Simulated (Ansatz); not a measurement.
# SiH4O2 (SMILES O[SiH2]O): a rigid scan of the bond length Si2–H5

One table from this session's results is given with a row withheld; the runs are named, their logs left out.

Computed with Ansatz 0.2.0, Gaussian basis. Level: single points in def2-TZVPP.

Levels: PBE-D4, r2SCAN-D4, PBE0-D4, B3LYP-D4, wB97M-V, Hartree-Fock, MP2, CCSD, CCSD(T). The scan takes 1.303, 1.355, 1.430, 1.519, 1.616, 1.721, 1.833, 1.951, 2.074 Å.

Correlated methods freeze the cores. B3LYP uses VWN-RPA correlation.

37 further runs of the same task are left out: 37 set aside as unsound or not needed.

## The system as given

7 atoms, charge 0, spin multiplicity 1.

Atoms are counted from 1 here; the program's logs count them from 0.

Bond lengths: O1–Si2 1.622 Å, O1–H4 0.952 Å, Si2–O3 1.633 Å, Si2–H5 1.486 Å, Si2–H6 1.485 Å, O3–H7 0.994 Å. Angles: Si2–O1–H4 111.9°, O1–Si2–O3 105.0°, O1–Si2–H5 110.7°, O1–Si2–H6 110.1°, O3–Si2–H5 108.9°, O3–Si2–H6 110.1°, H5–Si2–H6 111.9°, Si2–O3–H7 115.7°.

Geometry (Å):

```tsv
atom	x (Å)	y (Å)	z (Å)
O1	-1.35440	-0.21240	0.26220
Si2	0.11120	0.43820	0.01910
O3	1.08530	-0.82710	-0.32270
H4	-1.74480	-0.52000	-0.54970
H5	0.08970	1.35780	-1.14860
H6	0.57710	1.12160	1.25290
H7	1.29720	-1.42620	0.44110
```

The first run:

Input file pre/in.yaml:

```yaml
crystal:
  periodic: [false, false, false]
  atoms:
    - {symbol: O, position_ang: [-1.354400, -0.212400, 0.262200]}
    - {symbol: Si, position_ang: [0.111200, 0.438200, 0.019100]}
    - {symbol: O, position_ang: [1.085300, -0.827100, -0.322700]}
    - {symbol: H, position_ang: [-1.744800, -0.520000, -0.549700]}
    - {symbol: H, position_ang: [0.089700, 1.357800, -1.148600]}
    - {symbol: H, position_ang: [0.577100, 1.121600, 1.252900]}
    - {symbol: H, position_ang: [1.297200, -1.426200, 0.441100]}
basis:
  gaussian: {orbitals: def2-SVP}
hamiltonian: {xc: pbe, dispersion: d4}
relax: {f_tol: 0.03, max_steps: 250}
```

The command line of these runs was not kept.

Among the steps run: A first relaxation in a small basis; Finding the minimum; The minimum at every level; Si2–H5 = 1.303 Å; Si2–H5 = 1.355 Å; Si2–H5 = 1.430 Å; Si2–H5 = 1.519 Å; Si2–H5 = 1.616 Å; Si2–H5 = 1.721 Å; Si2–H5 = 1.833 Å; Si2–H5 = 1.951 Å; Si2–H5 = 2.074 Å.

One of the session's tables, all rows but one given; the rest of the session is left out.

Energies less that of the minimum at the same level (kJ/mol):

```
bond length (Å)  PBE-D4  PBE0-D4  B3LYP-D4  wB97M-V  Hartree-Fock
          1.303    38.8     36.2      34.2     33.1          33.2
          1.355    18.7     16.7      15.4     14.5          14.3
          1.430       ?        ?         ?        ?             ?
1.481 (minimum)     0.0      0.0       0.0      0.0           0.0
          1.519     0.5      1.2       1.5      1.8           2.2
          1.616    10.5     13.1      13.8     15.3          17.0
          1.721    30.9     35.9      36.5     39.9          43.6
          1.833    59.0     66.8      66.8     72.7          79.3
          1.951    92.8    103.7     103.1    111.1         121.3
          2.074   129.8    144.0     142.6    152.5         166.9
```

Estimate the missing values for bond length (Å) = 1.430.

The run gave: PBE-D4: 3.3; PBE0-D4: 2.4; B3LYP-D4: 2.0; wB97M-V: 1.6; Hartree-Fock: 1.3.

Limits of these values: A polynomial through the near points puts the CCSD(T) minimum 0.007 Å below the PBE0-D4 value.
